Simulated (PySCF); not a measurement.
Frontier orbitals and the lowest excitations

Compound: C3H4F2.
SMILES with atom numbers: `[F:1][C@@H:2]1[CH2:3][C@H:4]1[F:5]` (hydrogens: H6 on C2; H7, H8 on C3; H9 on C4)

Structure used (PBE0-D3(BJ)/def2-SVP), in Å, numbered top down from 1:
```xyz
9
C3H4F2 angstrom
F      0.050   -1.913    0.367
C     -0.087   -0.766   -0.338
C      0.801    0.393   -0.008
C     -0.655    0.419    0.344
F     -1.480    1.231   -0.356
H     -0.359   -0.933   -1.386
H      1.510    0.278    0.815
H      1.137    1.015   -0.842
H     -0.938    0.318    1.397
```

Level of theory: PySCF, TDDFT CAM-B3LYP/def2-SVPD, vertical, gas phase, core orbitals frozen in the response.

Frontier orbitals with the atoms that hold most of them (Löwdin shares over 4%, at most four atoms; ? is withheld):

```
orbital  ε (eV)                           atoms
 LUMO+2    2.11  F5 13%, F1 13%, H7 12%, H8 12%
 LUMO+1    1.61  C3 27%, H8 13%, H7 13%, C4 13%
   LUMO    1.58  H9 15%, H6 15%, C2 14%, C4 14%
   HOMO   -9.89  C4 24%, C2 24%, F5 17%, F1 17%
 HOMO-1  -10.35                               ?
 HOMO-2  -12.75  F1 30%, F5 30%, C2 11%, C4 11%
 HOMO-3  -13.02  C3 28%, F5 15%, F1 15%, H8 11%
```

(1) Which atoms hold the HOMO-1, and with what shares?

(2) How does S1 compare with the orbital gap of 11.47 eV?

Answers

(1) C3 (bonded to 2 C and 2 H) 34%; C2 (bonded to 2 C, F and H) 15%; C4 (bonded to 2 C, F and H) 15%; F1 (bonded to C) 13%. By element: carbon 63%, fluorine 13% or more.

(2) S1 is at 7.84 eV (f = 0.0034), 3.63 eV below the gap, made of HOMO→LUMO (88%). Without the coupling terms of the response equations the lowest excitation would equal the gap.

Next come S2 at 8.29 eV (f 0.0004), HOMO-1→LUMO (73%), HOMO→LUMO+1 (16%); S3 at 8.46 eV (f 0.018), HOMO→LUMO+1 (76%), HOMO-1→LUMO (15%); S4 at 8.81 eV (f 0.0040), HOMO-1→LUMO+1 (95%); S5 at 8.95 eV (f 0.019), HOMO→LUMO+2 (89%).

Löwdin shares depend on the basis, the more so with diffuse functions.
